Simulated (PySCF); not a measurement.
Ligands exchanged one at a time, Al Cl-SiH3. Isolated molecules, 0 K electronic values unless said otherwise. Strings in code marks are SMILES.

Level of theory: PBE-D3(BJ)/def2-TZVP run with PySCF. Excitations are Tamm–Dancoff values on a coarser integration grid. The basis has no diffuse functions, so Rydberg states are missing or too high.

```tsv
species	LUMO (eV)	S1 oscillator strength	HOMO–LUMO gap (eV)	T1 excitation (TDA) (eV)
0 of 3 Cl replaced by SiH3 (`[Cl][Al]([Cl])[Cl]`)	-2.23	[?]	5.73	[?]
1 of 3 Cl replaced by SiH3 (`[SiH3][Al]([Cl])[Cl]`)	[?]	0.024	4.57	4.11
2 of 3 Cl replaced by SiH3 (`[SiH3][Al]([SiH3])[Cl]`)	-3.03	0.000	[?]	2.97
3 of 3 Cl replaced by SiH3 (`[SiH3][Al]([SiH3])[SiH3]`)	-3.37	0.000	2.96	2.65
```

Q: Some entries are withheld; supply them.

A: 
- 0 of 3 Cl replaced by SiH3 (`[Cl][Al]([Cl])[Cl]`), S1 oscillator strength: 0.000
- 0 of 3 Cl replaced by SiH3 (`[Cl][Al]([Cl])[Cl]`), T1 excitation (TDA) (eV): 5.60
- 1 of 3 Cl replaced by SiH3 (`[SiH3][Al]([Cl])[Cl]`), LUMO (eV): -2.63
- 2 of 3 Cl replaced by SiH3 (`[SiH3][Al]([SiH3])[Cl]`), HOMO–LUMO gap (eV): 3.28
